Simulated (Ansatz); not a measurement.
Cartesian coordinates (Å):
```xyz
3

C     -0.0239    -0.1241     0.0000
N      1.0613     0.2723     0.0000
H     -1.0374    -0.4944     0.0000
```
Charge 0, spin multiplicity 1.

Computed with frozen-core CCSD(T)/cc-pVTZ // B3LYP-D3(BJ)/def2-SVP (Ansatz, a first-principles code).

| Item | Result |
|---|---|
| HF energy | -92.90744 Ha |
| MP2 correlation energy | -0.34572 Ha |

Question: Estimate the CCSD correlation energy, the (T) correction, the total energy and the T1 diagnostic.

Answer: 
- CCSD correlation energy = -0.34965 Ha
- (T) correction = -0.01797 Ha
- CCSD(T) total energy = -93.27506 Ha
- T1 diagnostic = 0.014
